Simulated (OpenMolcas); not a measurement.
# How methods differ on SiO2 (silicon dioxide molecule)

SiO2: 3 atoms, total charge 0, spin state singlet. SMILES: `O=[Si]=O`. The coordinates come from a GFN2-xTB relaxation.

```xyz
3

O     0.6912    1.2173    0.5137
Si   -0.0007    0.0004   -0.0002
O    -0.6905   -1.2177   -0.5136
```

Quantity: the energy change with the O1–Si2 bond stretched from 1.491 to 2.610 Å, in eV. The values are calculated.

| level | kind | program | value (eV) | less FCI/STO-3G |
| --- | --- | --- | --- | --- |
| HF/STO-3G (restricted) | Hartree–Fock | OpenMolcas | 1.70 | -1.07 |
| MP2/STO-3G (restricted) | perturbation theory | OpenMolcas | 3.07 | +0.30 |
| ACPF/STO-3G (restricted) | coupled cluster or CI | OpenMolcas | 2.36 | -0.41 |
| CISD/STO-3G (restricted) | coupled cluster or CI | OpenMolcas | 2.54 | -0.23 |
| FCI/STO-3G | exact in the basis | OpenMolcas | 2.77 | 0.00 |

FCI/STO-3G is exact within its basis and frozen core, so for wave-function methods in that basis the difference is their error. The first shape isn't each level's own minimum. The values span 1.70 to 3.07 eV. All rows use very small basis sets, so none should be taken for the real molecule's value.
